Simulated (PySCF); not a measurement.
# C4H8S ((2s,3s)-2,3-dimethylthiirane): the cost of one run

Programs: PySCF 2.14.0, with routines of our own; each step states its level. All values are computed. Atoms count from 0.

### Step 1. The system as given

13 atoms, charge 0, multiplicity 1; geometry from: GFN2-xTB.

### Step 2. Relaxing the molecule at PBE0-D3(BJ)/def2-TZVP

The job: settings as JSON, then the geometry in Å.

```
{"job": {"xc": "PBE0", "basis": "def2-TZVP", "d3": "d3bj", "grid": 2, "kind": "geom"}, "charge": 0, "multiplicity": 1}
C      1.858548     0.459908     0.469172
C      0.653413    -0.398296     0.202429
S      0.353661    -0.938264    -1.501900
C     -0.569680     0.175399    -0.409672
C     -1.936099    -0.255989     0.045128
H      1.745500     0.959294     1.431066
H      1.971557     1.212231    -0.308181
H      2.761305    -0.146440     0.498046
H      0.502182    -1.197878     0.922025
H     -0.508078     1.211903    -0.728802
H     -1.934454    -1.310555     0.311362
H     -2.669419    -0.098750    -0.742957
H     -2.232825     0.327923     0.915965
```

The run is started by

```bash
$ OMP_NUM_THREADS=1 python excited_run.py task.json out
```

This one command runs all jobs of the session in turn.

Q: Estimate the wall time and peak memory of this first job on 1 thread of Arm Neoverse V2, shared host.

About 63 s, with a peak of 0.86 GiB.
